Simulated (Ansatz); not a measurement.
**BH4, doublet: reading a ladder of total energies**

Geometry: a point of a breathe scan, not a stationary point.

```xyz
5

B     0.0000    0.0000    0.0000
H     0.5308    1.0400    1.0376
H    -0.5431   -1.0338    1.0374
H    -0.5284    1.0351   -1.0438
H     0.5407   -1.0412   -1.0313
```

Basis 6-31G; Ansatz 0.2.0. Only valence electrons are correlated (noble-gas cores frozen), which leaves 7 electrons in 16 orbitals. Prefix R: restricted or restricted open-shell reference; prefix U: unrestricted.

Full CI is exact within this basis and frozen core; it isn't the basis-set limit. The frozen core follows each run's orbitals, which can shift R against U totals by a few meV.

Runs differ by some tens of microhartree through their thresholds and, for an open shell, their frozen cores, so steps under 0.1 kcal/mol mean nothing.

```json
{"level": "UHF", "total energy (hartree)": "-26.745473"}
{"level": "UMP2", "total energy (hartree)": "-26.817980"}
{"level": "UCCSD", "total energy (hartree)": "-26.854997"}
{"level": "UCCSD(T)", "total energy (hartree)": "-26.858139"}
{"level": "UCCSDT", "total energy (hartree)": "-26.859632"}
{"level": "UCCSDT(Q)", "total energy (hartree)": "-26.859699"}
{"level": "UCCSDTQ", "total energy (hartree)": "-26.859735"}
{"level": "full CI", "total energy (hartree)": "-26.859736"}
```

Problem. What is the correlation energy at full CI, and what share of it do UMP2 and UCCSD recover?

Solution. E(corr) = -26.859736 − (-26.745473) = -0.114263 hartree = -3.109 eV. UMP2: -0.072507 / -0.114263 = 63.46 %. UCCSD: -0.109524 / -0.114263 = 95.85 %.

Problem. By how many kcal/mol does UCCSD(T) miss full CI (1 hartree = 627.509 kcal/mol), and which steps make up the rest?

Solution. -26.858139 − (-26.859736) = 0.001597 hartree = 1.00 kcal/mol. Steps: UCCSDT − UCCSD(T) = -0.94, UCCSDT(Q) − UCCSDT = -0.04, UCCSDTQ − UCCSDT(Q) = -0.02, full CI − UCCSDTQ = 0.00 kcal/mol. Differences between like states or geometries often cancel part of this.
